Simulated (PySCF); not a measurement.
# CH5NO (N-Methylhydroxylamine): the cost of one run

Computed with PySCF 2.14.0, with density-fitted response routines of our own, on a single molecule in the gas phase. Atoms are numbered from 0 throughout.

## (1) The molecule as given

8 atoms, charge 0, multiplicity 1; geometry from: GFN2-xTB. The atoms were then displaced at random by about 0.01 Å, so the start is not that level's minimum.

Bonds of the start (Å): C0–N1 1.44, N1–O2 1.42, C0–H3 1.06, C0–H4 1.11, C0–H5 1.10, N1–H6 1.02, O2–H7 0.98.

## (2) Relaxing the molecule at PBE0-D3(BJ)/def2-SVP

Job settings and geometry (Å):

```
{"job": {"xc": "PBE0", "basis": "def2-SVP", "d3": "d3bj", "grid": 1, "shake": 0.01, "kind": "geom"}, "charge": 0, "multiplicity": 1}
C     -0.819750    -0.083280    -0.007760
N      0.468400     0.512470     0.210560
O      1.469190    -0.382040    -0.261880
H     -0.906170    -0.938930     0.615430
H     -1.579380     0.675580     0.283230
H     -1.023760    -0.339660    -1.056330
H      0.599330     1.341730    -0.371720
H      1.847270    -0.805010     0.536010
```

Run with:

```
$ OMP_NUM_THREADS=1 python probes_run.py task.json out
```

This one command runs all jobs of the session in turn.

Q: Estimate the wall time and peak memory of this first job on 1 thread of Arm Neoverse V2, shared host.

About 6.6 s, with a peak of 0.3 GiB.
